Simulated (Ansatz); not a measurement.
1T (CdI2-type) PbI2, treated with G0W0@HSE06 (hard PAW, contour deformation; Ansatz, an electronic-structure program).

The cell has the measured lattice parameters. Conventional cell: a = 4.5580 Å, b = 4.5580 Å, c = 6.9860 Å, α = 90.00°, β = 90.00°, γ = 120.00°.

The quasiparticle gap at Γ at a fixed k mesh 3×3×2:

| response cutoff | value (eV) |
|---|---|
| 105 eV, 564 empty bands | 4.520 |
| 140 eV, 869 empty bands | 4.559 |
| 175 eV, 1214 empty bands | 4.578 |
| 210 eV, 1596 empty bands | 4.589 |

**Question.** Taking the value to converge with the response cutoff E as E^(−3/2), extrapolate from the last two rows.

**Answer.** With y = y∞ + c/w and weights w = 2315 and 3043 for the last two rows, y∞ = (w2 y2 − w1 y1)/(w2 − w1) = (3043 × 4.589 − 2315 × 4.578)/728 = 4.624 eV, which lies 0.035 beyond the last row. Successive pairs of rows give 4.631, 4.626, 4.624. The limit also hangs on the law assumed, so its last digits aren't firm.

The other settings are not extrapolated, so this is the limit in one setting alone.

At the last cutoff the smallest gap on this mesh is 3.53 eV, with an edge away from Γ.

Spin–orbit coupling is not included; with these elements it can move the gap by several tenths of an eV or more.

Note: filled d or f shells below the valence bands can shift G0W0 gaps through exchange with them, which wasn't tested here. Note: GW on a hybrid start was not checked against another program.
